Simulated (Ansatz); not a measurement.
**How far each method lies from UCCSDT(Q) for [NH2···H···Si], triplet**

Geometry: a point of a hydrogen-transfer path between rigid fragments, not a stationary point.

```yaml
atoms:
  - { symbol: N, position_ang: [-1.7702, -0.0126, -0.0197] }
  - { symbol: H, position_ang: [-2.0674, 0.9552, -0.0197] }
  - { symbol: H, position_ang: [-2.0674, -0.4149, 0.8606] }
  - { symbol: H, position_ang: [-0.5472, -0.0126, -0.0197] }
  - { symbol: Si, position_ang: [1.0508, -0.0126, -0.0197] }
```

Basis cc-pVDZ; Ansatz 0.2.0. Only valence electrons are correlated (noble-gas cores frozen), which leaves 12 electrons in 41 orbitals. Prefix R: restricted or restricted open-shell reference; prefix U: unrestricted.

Full CI isn't at hand for all of this; UCCSDT(Q) serves as the reference, and is uncertain by about the last step of the cluster series. The frozen core follows each run's orbitals, which can shift R against U totals by a few meV.

For open shells CISD is restricted-active-space CI with the open shells as a complete middle space.

The UHF ⟨S²⟩ is 2.043 and the T1 diagnostic (RCCSD) is 0.0272. The largest doubles amplitude (RCCSD) is 0.079 and the T1 diagnostic (UCCSD) is 0.0213.

Problem. From what is known of these methods and the diagnostics, rank them by the size of their error in total energy against UCCSDT(Q) in cc-pVDZ, smallest first (an estimate: the text doesn't fix the numbers).
A. CISD
B. RMP2
C. UCCSDT
D. RCCSDT(Q)
E. BCCD(T)

Solution. D (1 meV), C (19 meV), E (47 meV), A (958 meV), B (1192 meV).

All errors are against UCCSDT(Q) in cc-pVDZ. Within each family the higher level lies nearer, as is usual though not guaranteed.
